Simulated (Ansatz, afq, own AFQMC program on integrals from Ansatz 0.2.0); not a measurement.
**Where AFQMC and coupled cluster stand for NaH$_{2}$⁻, singlet**

```xyz
3

Na    0.0000    0.0000    0.0000
H     0.0000    0.0000   -2.0658
H     0.0000    0.0000    2.0658
```

Basis aug-cc-pVDZ. Only valence electrons are correlated. Ansatz 0.2.0 and our own AFQMC program on the same integrals; the CISD trial comes from CCSD amplitudes, and released means the phaseless constraint is let go. Free AFQMC starts from the CCSD state and is never constrained. Its projection time is finite, and what remains of the start isn't in its error. Uncertainties: one standard error, sampling alone.

Determinant: RHF, the one that the program's search chose, which needn't be the lowest solution. The geometry is a PBE0/def2-TZVPD stationary point of this or a neighbouring charge and spin state.

Full CI on the same integrals is exact in this basis and with this determinant's frozen core.

```
T1 diagnostic                               : 0.0127
weight of the determinant in the CISD state : 0.932
size of the correlated space                : 4 electrons in 40 orbitals
```

Reference: full CI, correlation energy -1.897 eV. The released energy is read at 2.40 1/Eh (meV from the phaseless value at times in 1/Eh: 2 ± 3 at 0.24, 1.0 ± 2.4 at 0.51, -1.3 ± 2.0 at 0.99, 0.8 ± 2.1 at 1.62, -0.7 ± 1.9 at 2.40).

| level | E − E(reference) (meV) | share of correlation (%) |
| --- | --- | --- |
| HF | 1896.6 | 0.00 |
| MP2 | 546.1 | 71.21 |
| CCSD | 8.1 | 99.57 |
| CCSD(T) | 3.0 | 99.84 |
| CCSDT | 0.3 | 99.98 |
| CCSDT(Q) | 0.1 | 99.99 |
| ph-AFQMC/HF | -74.7 ± 28.5 | 103.94 |
| ph-AFQMC/CISD | 1.4 ± 2.4 | 99.92 |
| released AFQMC | 0.8 ± 1.9 | 99.96 |
| free AFQMC | 1.3 ± 1.5 | 99.93 |

CCSDT and higher add their correlation energy to the determinant of the CCSD(T) run, since their own runs factorise the integrals more tightly (a shift of under 2 meV). Free projections are given only where their last times agree within the noise and don't stop above the reference; a slow remainder of the start can still hide under it. A walk keeps the symmetry of its determinant, which the program's search chose and which needn't be the lowest solution, so a lower state of the same spin and another symmetry isn't excluded. Released energies are given only where the last usable release times agree within the noise; a slower fall can still hide under it.
